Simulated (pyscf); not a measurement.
:HC–F [singlet] + hydrogen fluoride (HF) → F–CH₂–F, an insertion (singlet surface; F–H broken, C–H, C–F formed). Structures and frequencies: ωB97X-D3(BJ)/def2-SVP in PySCF. MP2 and CC: frozen core, UHF for open shells. ΔMP2 is the change of the MP2 total energy from the triple- to the quadruple-zeta basis. Energies in eV from the separated reactants.

AM1 to PM7: differences of heats of formation from MOPAC. 

Problem. Quick PM6 single points give ΔE‡ = 0.56 eV and ΔE = -3.00 eV. What does CCSD(T)/def2-TZVPP + ΔMP2(QZVPP) give, and how far is the quick result from it?

Solution. CCSD(T)/def2-TZVPP + ΔMP2(QZVPP) gives ΔE‡ = 0.09 eV and ΔE = -3.56 eV. PM6 lies 0.46 eV over it in the barrier and 0.56 eV over it in the reaction energy, so on this step it does not hold to within 0.13 eV. CCSD(T)/def2-TZVPP + ΔMP2(QZVPP) has limits of its own. On the reactant side the descent ends in a bound adduct, 0.46 eV under the separated species and 0.38 eV under the saddle at ωB97X-D3(BJ)/def2-TZVP. At ωB97X-D3(BJ) the barrier from the zero used here is -0.08 eV. One saddle was located; it need not be the lowest between these sides. A restricted singlet here is unstable towards spin polarisation, as is usual where a triplet lies low; its energy is less safe. The CCSD(T) − MP2 part came from Ansatz, without density fitting, on the same reference.
